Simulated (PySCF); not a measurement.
Propane: full NMR table

- Formula: C3H8
- SMILES: CCC
- Point group of the computed structure: C2v
- Degrees of unsaturation: 0
- Carbon signals: 2
- Proton signals: 2

Atoms are numbered as in `[CH3:1][CH2:2][CH3:3]`. Each H is labelled by its parent atom.

- B3LYP/pcJ-1 coupling constants (without the spin–dipole term)
- geometry: PBE0-D3(BJ)/def2-SVP
- PBE/pcSseg-2 with gauge-including orbitals
- program: PySCF
- equivalent nuclei averaged, no solvent model, single conformer, no relativistic terms

Chemical shifts δ = σref − σ; 1H, 13C against TMS, all at this level.

| carbon | δC, type | δH (multiplicity, J in Hz) | HMBC from (abs. J ≥ 3 Hz) | span of the C tensor (ppm) |
| --- | --- | --- | --- | --- |
| C1/C3 | 19.2, CH3 | 0.95 (t, 8.2) | H(C2), H(C1)/H(C3) | 34 |
| C2 | 22.4, CH2 | 1.44 (sept, 8.2) | H(C1)/H(C3) | 11 |

Selected couplings (Hz, signed; the shortest-range and largest first, 30 at most; isotopes 13C, 1H): 1J(C1,H(C1)) 131.3, 1J(C2,H(C2)) 130.3, 1J(C1,C2) 36.8, 3J(H(C1),H(C2)) 8.2.

- Carbon types of the structure: 1 × CH2, 2 × CH3, which accounts for all hydrogens.
- δC 22.4: sp3 CH2; saturated and bonded to C and H only.
- δC 19.2: methyl carbon; a saturated carbon with 1 carbon neighbour and no heteroatom attached.
- δH 1.44: hydrogen on an sp3 CH2; far from electronegative atoms and π systems.
- δH 0.95: hydrogen on a methyl carbon; far from electronegative atoms and π systems.
- The protons at 0.95 and 1.44 share a coupling of 8.2 Hz (vicinal).

Splittings below 1 Hz are ignored in the labels, and close J values are merged. Unscaled 3J(H,H) at this level run about 10 % above measured values. Shifts are as computed, not scaled to solution data. Of 1211 compounds with measured shifts, 218 miss one by over three times the rms of a fit or turn the order of signals round; such compounds aren't used in these exercises.
